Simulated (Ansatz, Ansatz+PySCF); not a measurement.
```yaml
atoms:
  - { symbol: O, position_ang: [0.0000, 0.0000, -0.5052] }
  - { symbol: O, position_ang: [0.0000, 0.0000, 0.5052] }
```

UHF-MP2 on doublet O2(+) was run in several spherical basis sets with Ansatz (development build ahead of 0.2.0). Frozen core: 2 orbitals. Caution for UHF-MP2: MP2 on this radical cation hangs on the determinant chosen.

(1) Rank the basis sets by the total energy that they give, lowest first, with the distance from the lowest.
A. 6-31G(d)
B. def2-TZVP
C. def2-SVP
D. cc-pVTZ
E. cc-pVDZ

Answers

(1) B (0.00 eV), D (0.12 eV), E (3.77 eV), A (5.13 eV), C (7.67 eV).

Totals follow the description of the cores as much as that of the bonds, so this order isn't one of quality for chemistry.
